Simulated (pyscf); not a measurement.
# Routes from `[GaH]=[Se]` + `[H][H]`

Candidate steps break at most two bonds and form at most two. Each was searched with GFN2-xTB (tblite) first. PySCF, gas phase, ωB97X-D3(BJ)/def2-SVP geometries. Energies: ωB97M-D3(BJ)/def2-TZVP, kcal/mol, from the separated reactants, singlet surface; ΔG‡ with ideal gas, 1 atm, RRHO with modes under 100 cm⁻¹ raised to 100, one conformer, R ln 2 for chiral ones without a mode under 150 cm⁻¹.

```
products                                                           type   ΔE‡     ΔE  ΔG‡ 298 K  ΔG‡ 900 K  ν‡ (cm⁻¹)
---------------------  ------------------------------------------------  ----  -----  ---------  ---------  ---------
H₂Ga–SeH               addition across a multiple bond or ene-type step  30.8  -16.8       37.0       52.8      1600i
Ga–SeH [singlet] + H₂                       concerted two-bond exchange  59.5   -6.8       65.4       81.1      2083i
```

Plain bond fissions and candidates not yet searched are not listed, and one of them may be faster. Each barrier is that of the saddle found; lower ones may exist. Elements up to Kr have no core potential and no relativistic terms here.
